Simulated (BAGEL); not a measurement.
# One shape, several levels: H3NO (hydroxylamine)

Wanted: a comparison of 4 runs (B3LYP/6-31G*, B3LYP/def2-TZVPP, PBE0/def2-TZVPP, RI-MP2/def2-TZVPP) of H3NO (hydroxylamine). 

Program for the calculation: BAGEL 1.2.2.

2 further runs of the same task are left out: 2 set aside as unsound or not needed.

**1. The molecule**

H3NO: 5 atoms, total charge 0, spin state singlet. SMILES: `NO`. The coordinates come from a PBE0-D4/def2-TZVP relaxation. This is one conformer, not always the lowest.

Bond lengths: N1–O2 1.422 Å, N1–H3 1.016 Å, N1–H4 1.016 Å, O2–H5 0.960 Å. Angles: N1–O2–H5 102.8°, O2–N1–H3 104.5°, O2–N1–H4 104.5°, H3–N1–H4 106.0°.

**2. The energy at B3LYP/6-31G(d) (density fitting with cc-pvqz-jkfit, spherical functions) (run 1)**

File input.json:

```json
{ "bagel": [

{
  "title": "molecule",
  "basis": "6-31gs.json",
  "df_basis": "cc-pvqz-jkfit",
  "angstrom": "true",
  "geometry": [
    { "atom": "N", "xyz": [   -0.165120,   -0.361290,   -0.321170 ] },
    { "atom": "O", "xyz": [    0.364460,    0.666040,    0.508060 ] },
    { "atom": "H", "xyz": [   -0.162690,   -1.190020,    0.266770 ] },
    { "atom": "H", "xyz": [   -1.141650,   -0.109840,   -0.446210 ] },
    { "atom": "H", "xyz": [    1.105010,    0.995100,   -0.007440 ] }
  ]
},
{ "title": "ks", "xc_func": "b3lyp" },
{ "title": "print", "file": "orbitals.molden", "orbitals": "true" }

]}
```

The basis set 6-31G* is read from a file made from the Basis Set Exchange's data (not shown).

Launch:

```bash
$ BAGEL_NUM_THREADS=1 BAGEL input.json > input.out
```

Log:

```text
* using 1 threads per process

  ===============================================================
  ===============================================================

  *** Geometry ***

  { "atom" : "N", "xyz" : [     -0.312032,     -0.682739,     -0.606923 ] },
  { "atom" : "O", "xyz" : [      0.688730,      1.258633,      0.960094 ] },
  { "atom" : "H", "xyz" : [     -0.307440,     -2.248812,      0.504122 ] },
  { "atom" : "H", "xyz" : [     -2.157406,     -0.207568,     -0.843215 ] },
  { "atom" : "H", "xyz" : [      2.088166,      1.880466,     -0.014060 ] },

  Number of auxiliary basis functions:      365

  Since a DF basis is specified, we compute 2- and 3-index integrals:
    o Being stored without compression. Storage requirement is 0.003 GB

  Number of basis functions:       34
  Number of electrons      :       18

    * METHOD: MOLECULE                             0.07

  *** Kohn-Sham DFT ***

    * Removing 7247 points whose weight is below 1.00e-10
    * Grid points: 67283

  === Nuclear Repulsion ===
    39.5936663937

       - DIIS with orbital gradients will be used.

  === KS iteration (b3lyp / 6-31gs.json) ===
      0       -119.75342977          0.21960948           0.07
      1       -115.30751213          0.25064554           0.05
      2       -118.03421756          0.30723638           0.05
[... 12 lines of this table left out ...]
     15       -131.70142337          0.00000000           0.05
    * SCF iteration converged.

    * Permanent dipole moment:
           (    0.114089,     0.165265,     0.091909) a.u.

    * METHOD: KS                                   0.94

    * METHOD: PRINT                                0.00

  ===============================================================
```

It took 1.2 s on 1 thread of Arm Neoverse V2, shared host.

**3. The energy at B3LYP/def2-TZVPP (density fitting with cc-pvqz-jkfit) (run 2)**

File dft.json:

```json
{ "bagel": [

{
  "title": "molecule",
  "basis": "tzvpp",
  "df_basis": "cc-pvqz-jkfit",
  "angstrom": true,
  "geometry": [
    { "atom": "N", "xyz": [   -0.165120,   -0.361290,   -0.321170 ] },
    { "atom": "O", "xyz": [    0.364460,    0.666040,    0.508060 ] },
    { "atom": "H", "xyz": [   -0.162690,   -1.190020,    0.266770 ] },
    { "atom": "H", "xyz": [   -1.141650,   -0.109840,   -0.446210 ] },
    { "atom": "H", "xyz": [    1.105010,    0.995100,   -0.007440 ] }
  ]
},
{
  "title": "ks",
  "xc_func": "b3lyp"
},
{
  "title": "print",
  "file": "orbitals.molden",
  "orbitals": true
}

]}
```

Launch:

```bash
$ BAGEL_NUM_THREADS=1 BAGEL dft.json > dft.out
```

Log:

```text
* using 1 threads per process

  ===============================================================
  ===============================================================

  *** Geometry ***

  { "atom" : "N", "xyz" : [     -0.312032,     -0.682739,     -0.606923 ] },
  { "atom" : "O", "xyz" : [      0.688730,      1.258633,      0.960094 ] },
  { "atom" : "H", "xyz" : [     -0.307440,     -2.248812,      0.504122 ] },
  { "atom" : "H", "xyz" : [     -2.157406,     -0.207568,     -0.843215 ] },
  { "atom" : "H", "xyz" : [      2.088166,      1.880466,     -0.014060 ] },

  Number of auxiliary basis functions:      365

  Since a DF basis is specified, we compute 2- and 3-index integrals:
    o Being stored without compression. Storage requirement is 0.032 GB

  Number of basis functions:      104
  Number of electrons      :       18

    * METHOD: MOLECULE                             0.12

  *** Kohn-Sham DFT ***

    * Removing 7247 points whose weight is below 1.00e-10
    * Grid points: 67283

  === Nuclear Repulsion ===
    39.5936663937

       - DIIS with orbital gradients will be used.

  === KS iteration (b3lyp / tzvpp) ===
      0       -110.43648613          0.17860585           0.16
      1       -110.32891841          0.15483391           0.16
      2       -118.39365530          0.18479880           0.16
[... 13 lines of this table left out ...]
     16       -131.78118768          0.00000001           0.16
    * SCF iteration converged.

    * Permanent dipole moment:
           (    0.107514,     0.166335,     0.102623) a.u.

    * METHOD: KS                                   3.03

    * METHOD: PRINT                                0.02

  ===============================================================
```

It took 3.6 s on 1 thread of Arm Neoverse V2, shared host; peak memory 0.34 GiB.

Run 3 isn't shown in full; the table further down has it.

**4. The energy at RI-MP2/def2-TZVPP (density fitting with cc-pvqz-jkfit) (run 4)**

Edit input.json of step 2 so:

```diff
@@ -4,5 +4,5 @@
   "title": "molecule",
-  "basis": "6-31gs.json",
+  "basis": "tzvpp",
   "df_basis": "cc-pvqz-jkfit",
-  "angstrom": "true",
+  "angstrom": true,
   "geometry": [
@@ -15,4 +15,4 @@
 },
-{ "title": "ks", "xc_func": "b3lyp" },
-{ "title": "print", "file": "orbitals.molden", "orbitals": "true" }
+{ "title": "hf" },
+{ "title": "mp2", "ncore": 2 }
```

Launch:

```bash
$ BAGEL_NUM_THREADS=1 BAGEL input.json > input.out
```

Log:

```text
* using 1 threads per process

  ===============================================================
  ===============================================================

  *** Geometry ***

[... 29 lines left out ...]
    * SCF iteration converged.
[... 1 line left out ...]
    * Permanent dipole moment:
[... 2 lines left out ...]
    * METHOD: HF                                   0.37

  *** RHF ***

  === Nuclear Repulsion ===
    39.5936663937

      * DIIS with orbital gradients will be used.

  === RHF iteration (tzvpp) ===
      0       -131.04905367          0.00000000           0.02
    * SCF iteration converged.

    * Permanent dipole moment:
           (    0.120553,     0.197076,     0.131191) a.u.

  === DF-MP2 calculation ===

    * freezing 2 orbitals
    * 3-index integral transformation done
    * assembly done

      MP2 correlation energy:   -0.4644511092      0.02

      MP2 total energy:       -131.5135047833

    * METHOD: MP2                                  0.07

  ===============================================================
```

Wall time 0.72 s (1 thread of Arm Neoverse V2, shared host).

**5. All runs side by side**

```csv
run,level,frozen core orbitals,energy (Eh),dipole moment (D),HOMO energy (eV),LUMO energy (eV),wall time
1,"B3LYP/6-31G* (density fitting with cc-pvqz-jkfit, spherical functions)",–,-131.701423,0.56,-6.73,2.38,1.2 s
2,B3LYP/def2-TZVPP (density fitting with cc-pvqz-jkfit),–,-131.781188,0.57,-7.22,0.76,3.6 s
3,PBE0/def2-TZVPP (density fitting with cc-pvqz-jkfit),–,-131.632806,0.56,-7.45,1.19,3.6 s
4,RI-MP2/def2-TZVPP (density fitting with cc-pvqz-jkfit),2,-131.513505,–,–,–,0.72 s
```

**6. Results**

| quantity | value |
| --- | --- |
| run 4: total energy | -131.51350 Eh |
| run 4: correlation energy (2 core orbitals frozen) | -464.5 mEh |

Over runs 1, 2, 3 the dipole moment (its size) runs from 0.56 D (PBE0/def2-TZVPP) to 0.57 D (B3LYP/def2-TZVPP). Over runs 1, 2, 3 the HOMO–LUMO gap runs from 7.98 eV (B3LYP/def2-TZVPP) to 9.11 eV (B3LYP/6-31G*). Totals of different functionals can't be ranked against each other. All runs together took 9.1 s, the longest 3.6 s.
